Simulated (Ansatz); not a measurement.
Two shapes of singlet C3H6.

Shape 1:

```xyz
9

C     0.8718    0.0000    0.0000
C    -0.4359    0.7550    0.0000
C    -0.4359   -0.7550    0.0000
H     1.5125    0.0000    0.8818
H     1.5125    0.0000   -0.8818
H    -0.7562    1.3098   -0.8818
H    -0.7562    1.3098    0.8818
H    -0.7562   -1.3098    0.8818
H    -0.7562   -1.3098   -0.8818
```

Shape 2:

```xyz
9

C     0.8500   -0.0240    0.0380
C    -0.4837    0.7410   -0.0041
C    -0.4266   -0.7362   -0.0454
H     1.4780   -0.0283    0.8593
H     1.4914    0.0411   -0.9010
H    -0.7926    1.2765   -0.8901
H    -0.7076    1.2994    0.8768
H    -0.7230   -1.3370    0.8562
H    -0.7259   -1.2768   -0.9038
```

Basis set: 6-31G* (spherical functions). Frozen core: 3 orbitals. Charge 0, multiplicity 1.

Computed with Ansatz (development build ahead of 0.2.0); each method stands on the lowest determinant of its kind that the runs found.

Question: Which shape is lower in energy, and by how much in each method?

Answer:

| method | E(2) − E(1) (eV) |
| --- | --- |
| RHF | 0.211 |
| RHF-MP2 | 0.226 |

Shape 1 is lower.
